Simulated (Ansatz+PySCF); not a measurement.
Values are calculated unless marked as measured or tabulated.
## Ansatz (development build ahead of 0.2.0) run

```yaml
crystal:
  periodic: [false, false, false]
  atoms:
    - { symbol: Li, position_ang: [0.0, 0.0, -4.1807] }
    - { symbol: Li, position_ang: [0.0, 0.0, 4.1807] }
basis:
  gaussian: { orbitals: cc-pVDZ }
hamiltonian:
  xc: { name: wB97X }
scf:
  omitted_lower_state_checks: [starts, atomic_configurations, cluster_reference, orbital_swaps, given_window_search, neighbouring_geometries, increment]
output:
  forces: true
```

The input is written out in the form of the current development build from the run's settings.

Output:

| Property | Result |
| --- | --- |
| Converged | yes |
| Total energy | -14.90677 hartree |
| Spin squared of the determinant | 0.000 |
| Stability test | minimum among restricted orbitals |

Forces (eV/Å):
| atom | Fx | Fy | Fz |
| --- | --- | --- | --- |
| Li1 | 0.000 | 0.000 | 0.190 |
| Li2 | 0.000 | 0.000 | -0.190 |

Caution: an unrestricted determinant lies well below.
